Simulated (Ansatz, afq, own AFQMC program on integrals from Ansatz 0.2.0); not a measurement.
## NH3⁻, doublet in aug-cc-pVDZ, levels against CCSDT(Q)

| atom | x (Å) | y (Å) | z (Å) |
| --- | --- | --- | --- |
| N | 0.0020 | 0.0026 | -0.0714 |
| H | 0.9311 | -0.0026 | 0.3573 |
| H | -0.4883 | 0.7975 | 0.3467 |
| H | -0.4704 | -0.8308 | 0.2884 |

Basis aug-cc-pVDZ. Noble-gas cores (and the filled d shells of Ga–Kr and In–Xe) are frozen. AFQMC by an in-house program on the Cholesky factors that Ansatz 0.2.0 writes for its CCSD(T) run. ph-AFQMC/CISD is guided by a CISD state made of CCSD amplitudes; releasing the constraint for a short imaginary time cuts its bias at the price of noise, slowly where states lie close. ± is one standard error of the sampling.

Determinant: UHF, the one that the program's search chose, which needn't be the lowest solution. The geometry is a PBE0/def2-TZVPD stationary point of this or a neighbouring charge and spin state.

No full CI on the walks' own integrals is used here; CCSDT(Q) serves as the reference and is uncertain by about the last step of the cluster series.

Cautions: the ph-AFQMC/HF walk drifts between its halves (2.3 errors).

The T1 diagnostic is 0.0180, the weight of the determinant in the CISD state is 0.919 and the ⟨S²⟩ of the determinant is 0.751. The size of the correlated space is 9 electrons in 49 orbitals.

Reference: CCSDT(Q), correlation energy -6.249 eV. The released energy is read at 2.40 1/Eh (meV from the phaseless value at times in 1/Eh: -1 ± 3 at 0.24, -2 ± 3 at 0.51, -9.0 ± 2.4 at 0.99, -7 ± 3 at 1.62, -7 ± 3 at 2.40).

| level | E − E(reference) (mEh) | share of correlation (%) |
| --- | --- | --- |
| HF | 229.65 | 0.00 |
| MP2 | 22.67 | 90.13 |
| CCSD | 7.32 | 96.81 |
| CCSD(T) | 0.84 | 99.64 |
| CCSDT | 0.45 | 99.81 |
| ph-AFQMC/HF | -0.24 ± 0.90 | 100.10 |
| ph-AFQMC/CISD | 0.23 ± 0.12 | 99.90 |
| released AFQMC | -0.04 ± 0.12 | 100.02 |

A walk keeps the symmetry of its determinant, which the program's search chose and which needn't be the lowest solution, so a lower state of the same spin and another symmetry isn't excluded. Released energies are given only where the last usable release times agree within the noise; a slower fall can still hide under it.
